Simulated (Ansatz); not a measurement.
Ideal-gas functions of C₂H₂F₄, SMILES `FC(F)C(F)F` at 500 K and 1 bar, from an Ansatz frequency run at PBE0-D4/def2-TZVP.

Molar mass 102.03 g/mol, point group C2 (symmetry number 2), electronic degeneracy 1, moments of inertia 95.763, 178.576, 201.601 u Å². Harmonic wavenumbers (cm⁻¹, unscaled): 80, 233, 249, 411, 528, 608, 791, 914, 1139, 1157, 1164, 1231, 1340, 1385, 1416, 1449, 3084, 3093.

Use S(trans) = R[1.5 ln M + 2.5 ln T − 1.1517]; rotational temperatures θ = 24.2544 K / I; S(rot) = R[ln(√π/σ · √(T³/θAθBθC)) + 1.5]; for each mode x = 1.438777 ν̃/T, S = R[x/(eˣ − 1) − ln(1 − e⁻ˣ)] and H = RT x/(eˣ − 1); 1 cm⁻¹ = 0.0119627 kJ/mol; R = 8.31446 J/(mol·K).

Task: By hand: the entropy, in J/(mol·K).

Result: Translation 177.3. Rotation: θ = 0.2533, 0.1358, 0.1203 K, giving 111.8. Vibration, mode by mode: 20.54, 11.79, 11.26, 7.39, 5.59, 4.65, 3.07, 2.32, 1.39, 1.33, 1.31, 1.12, 0.87, 0.78, 0.73, 0.67, 0.01, 0.01, in all 74.8. Electronic 0.0. Sum 363.9 J/(mol·K).

Task: By hand: H − E and G − E in kJ/mol, counted from the electronic energy.

Result: Zero-point energy ½ × 20272 × 0.0119627 = 121.3; thermal vibration 20.1; translation, rotation and pV give 4 RT = 16.6. H − E = 158.0 kJ/mol, and G − E = 158.0 − 500 × 363.9/1000 = -23.9 kJ/mol.

Vibration gives 21 % of the entropy, 20.5 J/(mol·K) of it from the mode under 150 cm⁻¹: soft modes count most, and the harmonic formula is weakest for them. The sum counts one conformer and one mirror image; others add a mixing term.
